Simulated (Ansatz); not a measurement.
Mulliken charges of C₄H₄N₂ (`c1ccnnc1`) from ωB97M-V/def2-TZVPP in Ansatz (PBE0-D4/def2-TZVP geometry).

| atom | x (Å) | y (Å) | z (Å) | charge (e) |
| --- | --- | --- | --- | --- |
| C1 | 0.804 | -0.301 | -0.624 | -0.090 |
| C2 | 0.097 | -1.007 | 0.320 | -0.090 |
| C3 | -0.916 | -0.326 | 0.983 | -0.045 |
| N4 | -1.221 | 0.943 | 0.751 | -0.115 |
| N5 | -0.544 | 1.620 | -0.154 | -0.115 |
| C6 | 0.435 | 1.024 | -0.821 | -0.045 |
| H7 | 1.611 | -0.745 | -1.194 | 0.129 |
| H8 | 0.309 | -2.046 | 0.545 | 0.129 |
| H9 | -1.520 | -0.812 | 1.742 | 0.121 |
| H10 | 0.944 | 1.649 | -1.547 | 0.121 |

Problem. By hand: the dipole of these point charges (1 e Å = 4.8032 D).

Solution. Σ q r = (0.322, -0.467, -0.109) e Å, of length 0.578 e Å = 2.78 D.

Problem. How does the dipole of the full density compare? (An estimate is asked.)

Solution. Computed: (0.484, -0.703, -0.163) e Å, 4.17 D; the point charges give 0.67 times that, at 0° from its direction.

Point charges leave out the atoms' own dipoles, such as those of lone pairs, and Mulliken's split depends on the basis, so the two needn't agree.
